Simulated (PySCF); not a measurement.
One of the candidates below gave these computed data.

All candidates are C5H11S (charge -1).

- NMR, other nuclei: isotropic shieldings of nuclei other than C and H, by class: 538 (1 S) ppm [GIAO PBE/pcSseg-1]
- Rotational structure: rotational constants A, B, C: 3.037, 2.454, 1.954 GHz [PBE0-D3(BJ)/def2-SVP]
- 13C NMR: chemical shifts (computed TMS as zero) by class: 48.5 (1 C), 47.7 (1 C), 42.4 (2 C), 14.5 (1 C) ppm [GIAO PBE/pcSseg-1]
- 1H NMR: chemical shifts (computed TMS as zero) by class: 1.50 (3 H), 1.40 (6 H), 1.32 (2 H) ppm [GIAO PBE/pcSseg-1]

Electronic properties: PySCF, gas phase, density fitting. Levels stand in brackets. The structure is a single PBE0-D3(BJ)/def2-SVP conformer in the gas phase; no vibrational or solvent corrections. The geometry's basis has no diffuse functions, a weakness for an anion. The HOMO energy is positive, so at this level the finite basis confines the outermost electrons. No diffuse functions stand in pcSseg-1, which bears on an anion's orbital energies. NMR values are class means; diastereotopic atoms form classes of their own.

Question: Which candidate is it?
A. `CCC[C@@H](C)[S-]`
B. `CCC(C)(C)[S-]`
C. `CCCCC[S-]`
D. `CC[C@H](C)C[S-]`

Answer: B. It is `CCC(C)(C)[S-]`. Numbering: `[CH3:1][CH2:2][C:3]([CH3:4])([CH3:5])[S-:6]`. 5 carbons fall into 4 classes; from least to most shielded: sp3 carbon bound to sulfur [C3] (48.5 ppm), chain CH2 carbon [C2] (47.7 ppm), methyl carbon [C4/C5] (42.4 ppm, 2 C, up to 8.3 ppm apart in this geometry), methyl carbon [C1] (14.5 ppm). Hydrogen classes from least to most shielded: 3 H on a methyl carbon, C1 (1.50 ppm, a mean of values up to 3.7 ppm apart in this geometry), 6 H on 2 methyl carbons, C4/C5 (1.40 ppm, a mean of values up to 0.7 ppm apart in this geometry), 2 H on a chain CH2 carbon, C2 (1.32 ppm, a mean of values up to 0.7 ppm apart in this geometry). The other shieldings belong to: 538 ppm, thiolate sulfur [S6]. The optimised geometry has point group C1 and is an asymmetric top.

The others, at the same levels:
- `CCC[C@@H](C)[S-]` fails: it has 5 carbon classes against 4; its computed 13C shifts are 59.9 (1 C), 48.2 (1 C), 31.0 (1 C), 28.6 (1 C), 18.9 (1 C) ppm, 1H shifts are 3.02 (1 H), 2.13 (1 H), 1.16 (3 H), 0.96 (1 H), 0.87 (1 H), 0.82 (1 H), 0.77 (3 H) ppm and rotational constant A is 5.576 GHz (against 3.037 GHz).
- `CC[C@H](C)C[S-]` fails: it has 5 carbon classes against 4; its computed 13C shifts are 54.4 (1 C), 51.9 (1 C), 31.8 (1 C), 22.1 (1 C), 16.9 (1 C) ppm, 1H shifts are 4.79 (1 H), 3.21 (1 H), 2.35 (1 H), 0.72 (3 H), 0.68 (3 H), 0.41 (1 H), -0.47 (1 H) ppm and rotational constant A is 4.069 GHz (against 3.037 GHz).
- `CCCCC[S-]` fails: it has 5 carbon classes against 4; its computed 13C shifts are 54.0 (1 C), 46.8 (1 C), 39.3 (1 C), 30.4 (1 C), 18.2 (1 C) ppm, 1H shifts are 3.02 (2 H), 1.49 (2 H), 1.24 (2 H), 1.18 (2 H), 0.73 (3 H) ppm and rotational constant A is 15.095 GHz (against 3.037 GHz).

Each candidate is one conformer, not necessarily the lowest. Dipoles, sizes and rotational constants follow the conformer. The torsions of the flexible species, by atom-mapped SMILES:
- `[CH3:1][CH2:2][C:3]([CH3:4])([CH3:5])[S-:6]`: C1–C2–C3–C4 63°
- `[CH3:1][CH2:2][CH2:3][C@@H:4]([CH3:5])[S-:6]`: C1–C2–C3–C4 176°, C2–C3–C4–C5 61°
- `[CH3:1][CH2:2][C@H:3]([CH3:4])[CH2:5][S-:6]`: C1–C2–C3–C4 -69°, C2–C3–C5–S6 -60°
- `[CH3:1][CH2:2][CH2:3][CH2:4][CH2:5][S-:6]`: C1–C2–C3–C4 180°, C2–C3–C4–C5 180°, C3–C4–C5–S6 180°
